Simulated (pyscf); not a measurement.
H₃Si–SeH + H atom (H•) → SeH• + silane (SiH₄) (substitution at Si; doublet surface; Se–Si broken, H–Si formed). Optimised with ωB97X-D3(BJ)/def2-SVP in PySCF. MP2 and CC: frozen core, UHF for open shells. ΔMP2 is the change of the MP2 total energy from the triple- to the quadruple-zeta basis. Energies in kcal/mol from the separated reactants.

```
level                             barrier  reaction energy
--------------------------------  -------  ---------------
r²SCAN/def2-TZVP                      ___            -13.3
B3LYP-D3(BJ)/def2-TZVP                0.5            -17.0
PBE0-D3(BJ)/def2-TZVP                 1.5            -11.4
ωB97M-D3(BJ)/def2-TZVP                4.7            -16.6
HF/def2-TZVP                         20.9            -19.9
CCSD/def2-TZVPP                       6.9            -17.8
CCSD(T)/def2-TZVPP + ΔMP2(QZVPP)      ___              ___
```

Fill in the missing entries.


- r²SCAN/def2-TZVP, barrier: -1.2
- CCSD(T)/def2-TZVPP + ΔMP2(QZVPP), barrier: 5.5
- CCSD(T)/def2-TZVPP + ΔMP2(QZVPP), reaction energy: -14.5

At r²SCAN this geometry lies under the reactants; that is no barrier but a single point on another level's saddle; such a level's own saddle, if it has one, lies nearer that side and is low. This is the saddle that the search found; another between the same sides may lie lower. The angle at the attacked Si is 61° (front-side attack). The CCSD(T) − MP2 part came from Ansatz, without density fitting, on the same reference. The frozen core leaves the outer d or s,p core shells of the metals and heavy elements correlated in the MP2 and CC values, and def2-TZVPP describes them poorly, which can shift differences by a few kcal/mol. Left out: the spin-orbit lowering of SeH, which is large for Br, Se, Te and I. Elements up to Kr have no core potential and no relativistic terms here.
